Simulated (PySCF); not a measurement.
# CH4Si: the cost of one run

Computed with PySCF 2.14.0 and routines of our own; the level stands in each step. Atoms count from 0.

## 1. The starting structure

6 atoms, charge 0, multiplicity 3; geometry from: GFN2-xTB.

## 2. Open-shell or spin-flip excitations: unrestricted TDDFT PBE0/def2-SVPD

The job: settings as JSON, then the geometry in Å.

```
{"job": {"kind": "uabs", "xc": "PBE0", "basis": "def2-SVPD", "nstates": 10, "tda": false}, "charge": 0, "multiplicity": 3}
C      1.248768    -0.282007     0.265418
Si    -0.511118     0.013367    -0.026092
H      2.264561    -0.019161     0.054697
H     -1.081740    -1.057317    -0.854645
H     -0.694925     1.301478    -0.717209
H     -1.222424     0.045630     1.256256
```

Level: unrestricted TDDFT PBE0/def2-SVPD, vertical, gas phase, core orbitals frozen in the response.

On the command line:

```
$ OMP_NUM_THREADS=1 python excited_run.py task.json out
```

This one command runs all jobs of the session in turn.

**Question.** How long does this first job take on 1 thread of Arm Neoverse V1, shared host, and how much memory does it need?

About 5 s, with a peak of 0.32 GiB.
